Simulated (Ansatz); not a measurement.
Born–Oppenheimer molecular dynamics of CH4Si (6 atoms, charge 0, multiplicity 1). It starts from a relaxed structure.

Method: UKS B3LYP-D4/def2-SVP in Ansatz.

```yaml
ensemble: NVT, Langevin thermostat
time_step: 0.5 fs
steps_asked: 100
set_temperature: 1500 K
friction: 0.05 /fs
seed: 726489
```

First frame:

```xyz
6
Properties=species:S:1:pos:R:3
C -0.095 -0.368 -0.373
Si 0.925 0.216 1.135
H -1.169 -0.417 -0.108
H 0.218 -1.347 -0.767
H -0.026 0.382 -1.185
H 0.147 1.533 1.299
```

(1) How far do the bonds stretch over the last three quarters of this one trajectory? (Pairs bonded in most of those frames.)

Answers

(1) 
```
  bond  mean (Å)  spread (Å)  shortest  longest
C1–Si2     1.965       0.059      1.88     2.07
 C1–H3     1.120       0.030      1.07     1.17
 C1–H4     1.113       0.035      1.04     1.17
 C1–H5     1.153       0.091      0.99     1.29
Si2–H6     1.577       0.057      1.46     1.68
```

Mean temperature of the second half: 1483 K. A run of 0.05 ps of so small a system gives no equilibrium averages.

Time of the run: 5.1 min on 1 thread of Arm Neoverse N1, on a shared host, peak memory 0.12 GiB.
